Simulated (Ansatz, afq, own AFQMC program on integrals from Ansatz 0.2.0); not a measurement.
AlBH2, triplet → AlBH$_{2}$⁺, quartet, worked out

```xyz
4

B     0.0000    0.0000    1.3689
Al    0.0000    0.0000   -0.6894
H     0.0000    1.0776    1.8859
H     0.0000   -1.0776    1.8859
```

Connectivity, by distances: BH2–Al.

Both states at this geometry.

Basis aug-cc-pVDZ. Noble-gas cores (and the filled d shells of Ga–Kr and In–Xe) are frozen. AFQMC by an in-house program on the Cholesky factors that Ansatz 0.2.0 writes for its CCSD(T) run. The CISD trial takes its coefficients from CCSD amplitudes. Released means that phaseless walkers are propagated on without the constraint, phases kept. ± is one standard error of the sampling.

Total energies in eV. CBS is CCSD(T) at the limit of def2-TZVPP/QZVPP (extrapolated itself); the highest rung of each member is named.

Cautions: AlBH₂ (triplet): the released energies have errors that jump between times, so the bars are unsure, so no released level is given (meV from the phaseless value at times in 1/Eh: -0.2 ± 2.3 at 0.24, -10 ± 7 at 0.51, 14 ± 20 at 0.99, -11.8 ± 1.7 at 1.62, -15.6 ± 2.0 at 2.40), though the last usable value meets CCSDT(Q) within the noise; AlBH₂⁺ (quartet): lower spins were not checked, its ph-AFQMC/CISD value lies 15.9 ± 1.9 meV above CCSDT(Q); this needn't be the first ionization; core correlation is missing, and it shifts such a gap most where an s electron is promoted.

```csv
member,count,CCSD(T)/aug-cc-pVDZ,highest rung in aug-cc-pVDZ,which,CCSD(T)/CBS
"AlBH₂⁺, quartet",+1,-7277.7098,-7277.7424,CCSDT(Q),-7278.9768
"AlBH₂, triplet",-1,-7288.3413,-7288.3883,CCSDT(Q),-7289.7319
```

**Question.** Work out the best estimate of the vertical ionization energy: the CCSD(T)/CBS difference plus the step from CCSD(T) to the highest rung.

**Answer.** Sums with the counts: CCSD(T)/CBS 10.7551 eV, highest rung 10.6459 eV, CCSD(T)/aug-cc-pVDZ 10.6315 eV. The step is 10.6459 − 10.6315 = 0.0144 eV, so the best estimate is 10.7551 + (0.0144) = 10.7695 eV. The basis set is worth 0.124 eV of it. Zero-point, core-correlation and spin–orbit terms aren't in it. Past Ne the Hartree–Fock part of each CBS total tends to overshoot, since the cores don't follow the formula; that largely cancels in the difference.

Best estimates are given only where the step beyond CCSD(T) is under 0.3 eV and no member's determinant is very poor (T1 over 0.05, or 0.07 for open shells, ⟨S²⟩ too high by 0.3, two states mixed), so the hardest cases are missing from such tables.

CCSDT and higher add their correlation energy to the determinant of the CCSD(T) run, since their own runs factorise the integrals more tightly (a shift of under 2 meV). Each member of a difference takes its own highest rung, so a best estimate needn't equal the limit plus the step of one row.
